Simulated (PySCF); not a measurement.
## What an electron can do to AlCl

PBE0 in PySCF with def2-TZVP on every atom, for the lowest determinant that a PBE0 search found; no spin–orbit coupling.

| species | state (unpaired electrons) | Re (Å) | ωe (cm⁻¹) | energy of the minimum from the neutral (eV) | De (eV) | dissociates to |
| --- | --- | --- | --- | --- | --- | --- |
| AlCl | singlet (closed shell) | 2.146 | 474 | 0.00 | 5.16 | Al + Cl |
| AlCl⁺ | doublet (σ ↑) | 2.024 | 599 | 9.11 | 2.14 | Al⁺ + Cl |

Problem. Work out the lowest energy to break AlCl into atoms, from its vibrational ground state.

Solution. D0 = De − ωe/2 = 5.16 − 0.03 = 5.13 eV (PBE0/def2-TZVP).

Problem. Work out the ionisation energy of the Al atom at this level and the threshold of dissociative ionisation.

Solution. IE(Al) = 9.11 + 2.14 − 5.16 = 6.09 eV, so Al⁺ + Cl + e⁻ appears at D0 + IE(Al) = 11.22 eV (PBE0/def2-TZVP). The measured IE(Al) is 5.986 eV (NIST ASD).

These are thermodynamic thresholds; the onsets seen under electron impact lie higher where the geometry changes, and cross-sections peak well above them.

For an ion De counts to the pair picked by the measured ionisation energies or electron affinities, which need not be the lowest pair at this level. States were picked by a PBE0 search and need not be the measured ground states.
